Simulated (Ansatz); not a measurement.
input.yaml (Ansatz)

```yaml
crystal:
  lattice:
    - [3.6502382807, 0.0, 0.0]
    - [-1.8251191404, 3.161199081, 0.0]
    - [0.0, 0.0, 5.8706405919]
  atoms:
    - { symbol: Er, position: [0.3333333333, 0.6666666667, 0.25], spin: 3.283 }
    - { symbol: Er, position: [0.6666666667, 0.3333333333, 0.75], spin: 3.283 }
hamiltonian:
  xc: r2scan
  pseudopotentials:
    kind: paw
    azcp:
      Er: "pseudopotentials/Er.paw.azcp"
basis:
  ecutwfc: 500
  fft_grid_basis: typed
kpoints:
  mp_grid: { grid: [13, 13, 7], shift: [0, 0, 0] }
magnetization:
  spin_polarized: true
scf:
  occupations: { method: fermi_dirac, width: 0.05 }
output:
  stress: true
```

Output

```
Warning: where an SCF of this run starts from atoms to list the orders of its open shells, Er (sites 0, 1, from 0) starts with 2.52 μB on its 4f shell and 0.52 μB on its 5d shell, in the place of the 3.28 μB that the deck gives it: its open shells can hold no more by Hund's first rule. To start from spheres of the given moment, type scf.initial_density.shell_occupations: []
Engine: ansatz 0.2.0, x86_64-unknown-linux-gnu
Pseudopotentials: kind: paw
Pseudopotential: Er, paw, valence charge 22, recommended cutoff 500 eV (meta_gga) 
Functional definition: r2SCAN
  parameter k0 = 0.174
  parameter k1 = 0.065
  parameter a1 = 4.9479
  exchange = r2scan_x(k0 = k0, k1 = k1, a1 = a1)
  correlation = r2scan_c
Crystal: 2 atoms, lattice volume = 67.742 Å³
Basis set: ecut = 500 eV, 1761 PW (Γ), exchange–correlation on 108×108×180 points (64 copies of the dense FFT grid, shifted against one another)
Bands: 31, of which v1, the nominal top of the filled ones, is band 22 counted from 1 (21 counted from 0)
Symmetry: 24 space group operations
Space group: P63/mmc (ITA 194), of the structure as read, at distance tolerance 4.1e-5 Å
Magnetic group: BNS 194.263 (UNI 1493), of the structure as read, at distance tolerance 4.1e-5 Å
k-points: 84 of 1183
Non-local potential: Er, projectors of the file, l = 0: 3, l = 1: 2, l = 2: 2, l = 3: 3
PAW form: soft (Blöchl's): semilocal exchange-correlation on the pseudo side does not see the compensation charge
PAW frozen core: Er, regenerated for the run's functional (the file was generated under x = pbe(κ = 0.804, μ = 0.2195149727645171), c = pbe(β = 0.06672455060314922))
PAW one-centre angular grid: Er, 2702 points (default); XC on 160 Gauss nodes
Initial density: superposition of atomic densities (chi_scale 0.1, normalization cell)
Starting moments: Σ|m| = 6.566 μB on 2 of 2 sites
Initial wavefunctions: pseudopotential atomic-orbital guess
Functional: x = r2scan, c = r2scan; τ floored in thin density (d = 2e-4 eV/Å³)
iter 1 solved again at ethr=3.35e-4 eV; its pass at ethr=3.10e-3 eV (dr2=1.47e-1 eV) is discarded
SCF iter   1: F=—  HF=-24194.603212 eV  |F-HF|=—  |Δ(HF+E_count)|=         —  Δρ=1.32e-2 (↑9.30e-3 ↓1.32e-2)  dr2=1.46e-1  dr2_τ=4.49e-3  dr2_m=3.98e-2  M=5.513 μB ∫|m|=5.513 μB  β_m=1.00  ethr=3.35e-4  ⟨swp⟩=2.0  Hψ=31606  notcnv=0
Mixer restart at iter 1: flushing history
spin=Collinear: Kerker preconditioning applied to the charge; magnetization (m = ρ↑ − ρ↓) channel mixes plain (no charge-response kernel on spin).
...
spin=Collinear: Kerker preconditioning applied to the charge; magnetization (m = ρ↑ − ρ↓) channel mixes plain (no charge-response kernel on spin).
SCF iter   2: F=-24199.204673 eV  HF=-24199.204673 eV  |F-HF|=9.83e-9  |Δ(HF+E_count)|=   2.95e-9  Δρ=4.83e-6 (↑1.14e-6 ↓4.83e-6)  dr2=8.51e-9  dr2_τ=3.28e-11  dr2_m=4.86e-9  M=7.116 μB ∫|m|=7.155 μB  ethr=1.43e-11  ⟨swp⟩=6.7  Hψ=75346  notcnv=0
SCF 5 converged in 2 iterations: F = -24199.204673 eV  dr2 = 8.51e-9
Symmetry: 2 space group operations
k-points: 322 of 1183 (time reversal used)
iter 1 solved again at ethr=1.94e-11 eV; its pass at ethr=2.27e-6 eV (dr2=8.52e-9 eV) is discarded
SCF iter   1: F=-24199.204673 eV  HF=-24199.204673 eV  |F-HF|=9.83e-9  |Δ(HF+E_count)|=         —  Δρ=4.83e-6 (↑1.14e-6 ↓4.83e-6)  dr2=8.51e-9  dr2_τ=3.28e-11  dr2_m=4.86e-9  M=7.116 μB ∫|m|=7.155 μB  ethr=1.94e-11  ⟨swp⟩=1.0  Hψ=115070  notcnv=0
spin=Collinear: Kerker preconditioning applied to the charge; magnetization (m = ρ↑ − ρ↓) channel mixes plain (no charge-response kernel on spin).
SCF iter   2: F=-24199.204666 eV  HF=-24199.204672 eV  |F-HF|=6.15e-6  |Δ(HF+E_count)|=   1.37e-6  Δρ=1.53e-4 (↑5.83e-5 ↓1.53e-4)  dr2=1.43e-5  dr2_τ=1.10e-7  dr2_m=3.08e-6  M=7.116 μB ∫|m|=7.155 μB  ethr=2.27e-6  ⟨swp⟩=2.1  Hψ=111493  notcnv=0
SCF iter   3: F=-24199.204675 eV  HF=-24199.204677 eV  |F-HF|=1.88e-6  |Δ(HF+E_count)|=   5.10e-6  Δρ=4.89e-5 (↑1.32e-5 ↓4.89e-5)  dr2=1.54e-6  dr2_τ=4.96e-9  dr2_m=3.75e-7  M=7.116 μB ∫|m|=7.155 μB  ethr=9.51e-8  ⟨swp⟩=2.8  Hψ=52850  notcnv=0
SCF iter   4: F=-24199.204677 eV  HF=-24199.204677 eV  |F-HF|=5.58e-8  |Δ(HF+E_count)|=   5.15e-8  Δρ=6.02e-6 (↑3.00e-6 ↓6.02e-6)  dr2=6.73e-8  dr2_τ=7.01e-10  dr2_m=5.67e-9  M=7.116 μB ∫|m|=7.154 μB  ethr=2.27e-10  ⟨swp⟩=4.0  Hψ=76500  notcnv=0
SCF iter   5: F=-24199.204677 eV  HF=-24199.204677 eV  |F-HF|=9.92e-9  |Δ(HF+E_count)|=   6.11e-8  Δρ=2.88e-6 (↑1.13e-6 ↓2.88e-6)  dr2=8.76e-9  dr2_τ=4.57e-11  dr2_m=9.46e-10  M=7.116 μB ∫|m|=7.155 μB  ethr=2.27e-10  ⟨swp⟩=2.6  Hψ=70726  notcnv=0
an SCF along what the orbitals of the run's state read of its open shells (or to have them read: on a GPU, or by another smearing), with 22 of the crystal's symmetry operations given up (322 k-points in place of 84), reached no lower state that the run goes on to. This is no proof of a minimum
k-points: 592 of 1183
iter 1 solved again at ethr=1.94e-11 eV; its pass at ethr=2.27e-6 eV (dr2=8.52e-9 eV) is discarded
SCF iter   1: F=-24199.204673 eV  HF=-24199.204673 eV  |F-HF|=9.74e-9  |Δ(HF+E_count)|=         —  Δρ=4.83e-6 (↑1.14e-6 ↓4.83e-6)  dr2=8.52e-9  dr2_τ=3.28e-11  dr2_m=4.87e-9  M=7.116 μB ∫|m|=7.155 μB  ethr=1.94e-11  ⟨swp⟩=1.0  Hψ=212519  notcnv=0
spin=Collinear: Kerker preconditioning applied to the charge; magnetization (m = ρ↑ − ρ↓) channel mixes plain (no charge-response kernel on spin).
SCF iter   2: F=-24199.204663 eV  HF=-24199.204673 eV  |F-HF|=9.43e-6  |Δ(HF+E_count)|=   6.72e-7  Δρ=2.02e-4 (↑6.13e-5 ↓2.02e-4)  dr2=1.75e-5  dr2_τ=1.13e-7  dr2_m=4.69e-6  M=7.117 μB ∫|m|=7.155 μB  ethr=2.27e-6  ⟨swp⟩=2.1  Hψ=208885  notcnv=0
SCF iter   3: F=-24199.204676 eV  HF=-24199.204677 eV  |F-HF|=8.63e-7  |Δ(HF+E_count)|=   3.96e-6  Δρ=3.07e-5 (↑1.16e-5 ↓3.07e-5)  dr2=9.43e-7  dr2_τ=4.41e-9  dr2_m=1.68e-7  M=7.116 μB ∫|m|=7.155 μB  ethr=1.42e-7  ⟨swp⟩=2.5  Hψ=92120  notcnv=0
SCF iter   4: F=-24199.203007 eV  HF=-24199.205319 eV  |F-HF|=2.31e-3  |Δ(HF+E_count)|=   6.42e-4  Δρ=1.60e-3 (↑2.42e-4 ↓1.60e-3)  dr2=1.69e-3  dr2_τ=1.07e-6  dr2_m=3.33e-4  M=7.133 μB ∫|m|=7.172 μB  ethr=3.90e-9  ⟨swp⟩=2.4  Hψ=220515  notcnv=0
SCF iter   5: F=-24199.205585 eV  HF=-24199.205587 eV  |F-HF|=1.89e-6  |Δ(HF+E_count)|=   2.68e-4  Δρ=8.62e-5 (↑4.24e-5 ↓8.62e-5)  dr2=3.81e-6  dr2_τ=8.91e-7  dr2_m=2.07e-6  M=7.113 μB ∫|m|=7.152 μB  ethr=2.27e-6  ⟨swp⟩=2.0  Hψ=105019  notcnv=0
SCF iter   6: F=-24199.206001 eV  HF=-24199.208868 eV  |F-HF|=2.87e-3  |Δ(HF+E_count)|=   3.28e-3  Δρ=1.85e-3 (↑3.08e-4 ↓1.85e-3)  dr2=2.27e-3  dr2_τ=3.24e-6  dr2_m=4.46e-4  M=7.132 μB ∫|m|=7.171 μB  ethr=2.64e-8  ⟨swp⟩=2.4  Hψ=219276  notcnv=0
SCF iter   7: F=-24199.208586 eV  HF=-24199.208825 eV  |F-HF|=2.39e-4  |Δ(HF+E_count)|=   4.33e-5  Δρ=5.35e-4 (↑7.76e-5 ↓5.35e-4)  dr2=1.85e-4  dr2_τ=4.96e-7  dr2_m=4.11e-5  M=7.116 μB ∫|m|=7.155 μB  ethr=2.27e-6  ⟨swp⟩=2.2  Hψ=106916  notcnv=0
```

The run was cut off at its time limit.

With an open f shell the SCF can settle in more than one state.
